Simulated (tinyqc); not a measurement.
Coupled-perturbed Hartree-Fock on RHF in the sto-3g basis, for CH3+, spin multiplicity 1, step by step. One step of it, computed by the program tinyqc.

Question. Iteration 7 (converged): orbitals. Diagonalise F' = X^T F X, C = X C', fill 4 alpha and 4 beta electrons from the bottom; D = 2 C_occ C_occ^T. Each column has its largest component positive (the first on a tie).

converged F (hartree):
```
,1C 1s,1C 2s,1C 2px,1C 2py,1C 2pz,2H 1s,3H 1s,4H 1s
1C 1s,-11.611743,-3.108332,-0.000010,0.000000,-0.000883,-0.898150,-0.896927,-0.896927
1C 2s,-3.108332,-1.993275,-0.000110,0.000000,0.035206,-1.004431,-1.003633,-1.003633
1C 2px,-0.000010,-0.000110,-0.842138,0.000000,0.000028,-0.653854,0.326925,0.326925
1C 2py,0.000000,0.000000,0.000000,-0.841832,0.000000,0.000000,-0.565992,0.565992
1C 2pz,-0.000883,0.035206,0.000028,0.000000,-0.263089,0.043698,0.043648,0.043648
2H 1s,-0.898150,-1.004431,-0.653854,0.000000,0.043698,-0.889963,-0.334790,-0.334790
3H 1s,-0.896927,-1.003633,0.326925,-0.565992,0.043648,-0.334790,-0.889258,-0.334621
4H 1s,-0.896927,-1.003633,0.326925,0.565992,0.043648,-0.334790,-0.334621,-0.889258
```

X:
```
,1C 1s,1C 2s,1C 2px,1C 2py,1C 2pz,2H 1s,3H 1s,4H 1s
1C 1s,1.028631,-0.171280,-0.000004,0.000000,0.002796,0.026188,0.026187,0.026187
1C 2s,-0.171280,1.523312,0.000215,0.000000,-0.033327,-0.386697,-0.386173,-0.386173
1C 2px,-0.000004,0.000215,1.225687,0.000000,-0.000018,-0.388285,0.194033,0.194033
1C 2py,0.000000,0.000000,0.000000,1.225317,0.000000,0.000000,-0.335848,0.335848
1C 2pz,0.002796,-0.033327,-0.000018,0.000000,1.002226,0.025910,0.025866,0.025866
2H 1s,0.026188,-0.386697,-0.388285,0.000000,0.025910,1.320954,-0.038666,-0.038666
3H 1s,0.026187,-0.386173,0.194033,-0.335848,0.025866,-0.038666,1.320368,-0.038595
4H 1s,0.026187,-0.386173,0.194033,0.335848,0.025866,-0.038666,-0.038595,1.320368
```

Give: F' = X^T F X; orbital energies; coefficients C; D after iteration 7.

Answer.

F' = X^T F X (hartree):
```
,1,2,3,4,5,6,7,8
1,-11.3706,-1.5859,0.0000,0.0000,0.0000,-0.1517,-0.1512,-0.1512
2,-1.5859,-0.8539,0.0001,0.0000,-0.0082,-0.4896,-0.4891,-0.4891
3,0.0000,0.0001,-0.4572,0.0000,0.0000,-0.5438,0.2718,0.2718
4,0.0000,0.0000,0.0000,-0.4574,0.0000,0.0000,-0.4706,0.4706
5,0.0000,-0.0082,0.0000,0.0000,-0.2599,0.0302,0.0301,0.0301
6,-0.1517,-0.4896,-0.5438,0.0000,0.0302,-0.2583,-0.0777,-0.0777
7,-0.1512,-0.4891,0.2718,-0.4706,0.0301,-0.0777,-0.2585,-0.0776
8,-0.1512,-0.4891,0.2718,0.4706,0.0301,-0.0777,-0.0776,-0.2585
```

orbital energies (hartree): MO1 -11.6177, MO2 -1.3181, MO3 -0.9991, MO4 -0.9988, MO5 -0.2627, MO6 0.3003, MO7 0.3606, MO8 0.3612

coefficients C:
```
,MO1,MO2,MO3,MO4,MO5,MO6,MO7,MO8
1C 1s,0.9928,-0.2351,0.0001,0.0000,-0.0210,-0.2194,0.0000,-0.0009
1C 2s,0.0337,0.7132,-0.0003,0.0000,0.1063,1.5092,0.0000,0.0070
1C 2px,0.0000,0.0002,0.6506,0.0000,0.0000,-0.0046,0.0000,1.1424
1C 2py,0.0000,0.0000,0.0000,0.6507,0.0000,0.0000,1.1417,0.0000
1C 2pz,-0.0007,-0.0223,0.0000,0.0000,0.9944,-0.1354,0.0000,-0.0006
2H 1s,-0.0068,0.1813,0.3993,0.0000,-0.0327,-0.7906,0.0000,-1.1095
3H 1s,-0.0068,0.1811,-0.1998,0.3460,-0.0327,-0.7971,-0.9573,0.5495
4H 1s,-0.0068,0.1811,-0.1998,-0.3460,-0.0327,-0.7971,0.9573,0.5495
```

D after iteration 7:
```
,1C 1s,1C 2s,1C 2px,1C 2py,1C 2pz,2H 1s,3H 1s,4H 1s
1C 1s,2.0819,-0.2685,0.0000,0.0000,0.0091,-0.0987,-0.0986,-0.0986
1C 2s,-0.2685,1.0195,-0.0001,0.0000,-0.0319,0.2580,0.2580,0.2580
1C 2px,0.0000,-0.0001,0.8467,0.0000,0.0000,0.5197,-0.2599,-0.2599
1C 2py,0.0000,0.0000,0.0000,0.8468,0.0000,0.0000,0.4502,-0.4502
1C 2pz,0.0091,-0.0319,0.0000,0.0000,0.0010,-0.0081,-0.0081,-0.0081
2H 1s,-0.0987,0.2580,0.5197,0.0000,-0.0081,0.3848,-0.0938,-0.0938
3H 1s,-0.0986,0.2580,-0.2599,0.4502,-0.0081,-0.0938,0.3849,-0.0938
4H 1s,-0.0986,0.2580,-0.2599,-0.4502,-0.0081,-0.0938,-0.0938,0.3849
```
